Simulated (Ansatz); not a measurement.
# [AlH2···H···NH], triplet: transfer scan

Starting geometry:

```xyz
6

Al   -1.1426    0.0225    0.0000
H    -1.9356    1.3959    0.0000
H    -1.9356   -1.3509    0.0000
H     0.4432    0.0225    0.0000
N     2.2654    0.0225    0.0000
H     2.5345   -0.9817    0.0000
```

From there H4 is moved from one fragment to the other while all else, the fragments' distance too, stays fixed, so the hump isn't the reaction's barrier; atoms are numbered as listed. Energies are in kJ/mol, counted from the starting geometry at the same level. Kohn–Sham curves are unrestricted where that lies lower.

Basis cc-pVDZ; Ansatz 0.2.0. Correlated methods freeze the noble-gas cores. Prefix R: restricted or restricted open-shell reference; prefix U: unrestricted.

In so small a basis the reference is far from its limit while semilocal and hybrid functionals are nearer theirs (RPA and double hybrids share much of the reference's basis error), so the functionals' errors here hold much of the reference's basis and frozen-core error, which can add to them or hide them.

Full CI isn't at hand for all of this; UCCSDT(Q) serves as the reference, and is uncertain by about the last step of the cluster series.

```json
{"distance Al1-H4 (Å)": "1.475", "UCCSDT(Q)": "4.1", "SPW92": "18.0", "PBE": "14.3", "r2SCAN": "10.6", "PBE0": "9.9", "B3LYP": "9.0", "CAM-B3LYP": "7.3", "wB97M-V": "6.1", "B2PLYP": "6.2", "RPA-PBE": "4.1"}
{"distance Al1-H4 (Å)": "1.586", "UCCSDT(Q)": "0.0", "SPW92": "0.0", "PBE": "0.0", "r2SCAN": "0.0", "PBE0": "0.0", "B3LYP": "0.0", "CAM-B3LYP": "0.0", "wB97M-V": "0.0", "B2PLYP": "0.0", "RPA-PBE": "0.0"}
{"distance Al1-H4 (Å)": "1.698", "UCCSDT(Q)": "10.4", "SPW92": "-6.5", "PBE": "-2.4", "r2SCAN": "1.6", "PBE0": "3.2", "B3LYP": "3.8", "CAM-B3LYP": "6.0", "wB97M-V": "7.6", "B2PLYP": "7.5", "RPA-PBE": "8.9"}
{"distance Al1-H4 (Å)": "1.809", "UCCSDT(Q)": "25.6", "SPW92": "-9.3", "PBE": "-1.4", "r2SCAN": "6.5", "PBE0": "10.3", "B3LYP": "11.6", "CAM-B3LYP": "16.3", "wB97M-V": "19.7", "B2PLYP": "19.4", "RPA-PBE": "20.8"}
{"distance Al1-H4 (Å)": "1.921", "UCCSDT(Q)": "35.0", "SPW92": "-15.2", "PBE": "-4.4", "r2SCAN": "6.7", "PBE0": "12.5", "B3LYP": "14.8", "CAM-B3LYP": "21.5", "wB97M-V": "26.8", "B2PLYP": "25.9", "RPA-PBE": "26.0"}
{"distance Al1-H4 (Å)": "2.033", "UCCSDT(Q)": "28.7", "SPW92": "-28.4", "PBE": "-16.2", "r2SCAN": "-4.1", "PBE0": "2.6", "B3LYP": "6.5", "CAM-B3LYP": "13.5", "wB97M-V": "19.8", "B2PLYP": "17.9", "RPA-PBE": "17.2"}
{"distance Al1-H4 (Å)": "2.145", "UCCSDT(Q)": "5.3", "SPW92": "-48.5", "PBE": "-36.7", "r2SCAN": "-26.1", "PBE0": "-20.3", "B3LYP": "-14.4", "CAM-B3LYP": "-9.0", "wB97M-V": "-2.8", "B2PLYP": "-5.7", "RPA-PBE": "-5.9"}
{"distance Al1-H4 (Å)": "2.256", "UCCSDT(Q)": "-23.9", "SPW92": "-68.3", "PBE": "-58.2", "r2SCAN": "-51.0", "PBE0": "-47.0", "B3LYP": "-39.2", "CAM-B3LYP": "-36.4", "wB97M-V": "-30.2", "B2PLYP": "-34.0", "RPA-PBE": "-33.4"}
{"distance Al1-H4 (Å)": "2.368", "UCCSDT(Q)": "-39.2", "SPW92": "-72.8", "PBE": "-65.2", "r2SCAN": "-62.1", "PBE0": "-60.0", "B3LYP": "-50.8", "CAM-B3LYP": "-50.2", "wB97M-V": "-43.9", "B2PLYP": "-48.8", "RPA-PBE": "-46.8"}
```
